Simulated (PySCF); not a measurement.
Cl₂, SMILES ClCl (connectivity only; charge and spin as stated), charge +1, multiplicity 2.

Geometry: PBE0-D3(BJ)/def2-TZVPD.

Level of theory: PBE0/def2-TZVPD run with PySCF.

The molecule is in vacuum.

* **total energy**: -919.67507 hartree
* **point group**: D∞h
* **α spin, highest occupied and lowest empty level**: -16.78 and -10.40 eV
* **β spin, highest occupied and lowest empty level**: -16.52 and -13.97 eV
* **dipole moment about the centre of nuclear charge**: 0.000 e·Å
* **⟨S²⟩**: 0.755 (pure state 0.75)
